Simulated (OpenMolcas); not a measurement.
How methods differ on C2H6Al (SMILES [CH3][Al][CH3])

The species is C2H6Al (9 atoms), meant as a doublet with charge 0. SMILES: `[CH3][Al][CH3]`. Geometry: relaxed at PBE0-D4/def2-TZVP.

Quantity: the vertical electron affinity (to the singlet anion), in eV. The values are calculated.

The electron affinity is E(neutral) − E(anion): positive where the electron is bound.

| level | kind | program | value (eV) | CPU time (all runs) |
| --- | --- | --- | --- | --- |
| U-revPBE/def2-SVPD | GGA | OpenMolcas | 0.36 | 2.4 min |
| UBLYP/def2-SVPD | GGA | OpenMolcas | 0.39 | 2.5 min |
| UPBE/def2-SVPD | GGA | OpenMolcas | 0.42 | 2.5 min |
| U-r2SCAN/def2-SVPD | meta-GGA | OpenMolcas | 0.27 | 3 min |
| UTPSS/def2-SVPD | meta-GGA | OpenMolcas | 0.35 | 3.1 min |
| UBHLYP/def2-SVPD | global hybrid | OpenMolcas | 0.27 | 2.5 min |
| UM06-2X/def2-SVPD | hybrid meta-GGA | OpenMolcas | 0.37 | 3.1 min |
| UPBE0/def2-SVPD | global hybrid | OpenMolcas | 0.34 | 2.4 min |

Where it was recorded, the anion's HOMO is positive in every row: a fault of the level (basis or self-interaction), which says nothing on whether the real anion is bound. The values span 0.27 to 0.42 eV. CPU times are rough (shared hosts, several kinds of processor and program).
